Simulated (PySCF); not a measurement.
**LiSO₂+, an ion with solvent molecules: interaction energy**

One table from this session's results is given with a row withheld; the runs are named, their logs left out.

Programs: PySCF 2.14.0. All values are calculated, for the isolated system unless a continuum is named. Atoms count from 0, parts from 1.

## Starting point

4 atoms, charge 1, multiplicity 1; geometry: GFN2-xTB. Parts: 1 = atom 0, `[Li+]`, charge 1; 2 = atoms 1–3, `O=S=O`, charge 0.

Set-up of the first run:

What the job is given:

```
{"job": {"xc": "PBE0", "basis": "def2-SVPD", "d3": "d3bj", "grid": 2, "kind": "geom"}, "charge": 1, "multiplicity": 1, "parts": [{"atoms": "0-0", "charge": 1, "multiplicity": 1}, {"atoms": "1-3", "charge": 0, "multiplicity": 1}]}
Li     0.626457    -0.129600     0.211437
O      1.394661    -1.450310    -0.435951
S      2.554772    -2.346054    -0.556118
O      3.628873    -1.971776     0.273995
```

Run with:

```bash
> OMP_NUM_THREADS=1 python cluster_run.py task.json out
```

The driver reads the jobs from task.json and runs them one after another.

Steps of the session up to this table: Optimising the geometry at PBE0-D3(BJ)/def2-SVPD; Coupled-cluster interaction energy: CCSD(T) and MP2.

One table of the session follows, with a row left open; its other results are not shown here.

It belongs to the step «Coupled-cluster interaction energy: CCSD(T) and MP2». 

```
                 method  interaction energy (kcal/mol)
         HF/aug-cc-pVDZ                         -30.87
        MP2/aug-cc-pVDZ                              ?
       CCSD/aug-cc-pVDZ                         -27.81
    CCSD(T)/aug-cc-pVDZ                         -26.85
         HF/aug-cc-pVTZ                         -31.82
        MP2/aug-cc-pVTZ                         -26.50
    SCS-MP2/aug-cc-pVTZ                         -27.07
      MP2, extrapolated                         -26.45
CCSD(T), limit estimate                         -27.65
```

Q: Estimate the row for MP2/aug-cc-pVDZ from the others.

The run gave: interaction energy (kcal/mol): -25.66. In the column «interaction energy (kcal/mol)» it is the highest.

In this run the core of Li (1s) is correlated, in a basis without core functions; only the other cores are frozen.

To keep in mind: At this geometry a test (T1, the size of the triples or of CCSD(T) less MP2, charge moved between the parts) flags the run, so its CCSD(T) estimate is not taken as a benchmark. The interaction energy leaves out the deformation of the parts, 1.04 kcal/mol (MP2); added to the CCSD(T) estimate it gives a binding of about -26.61 kcal/mol.
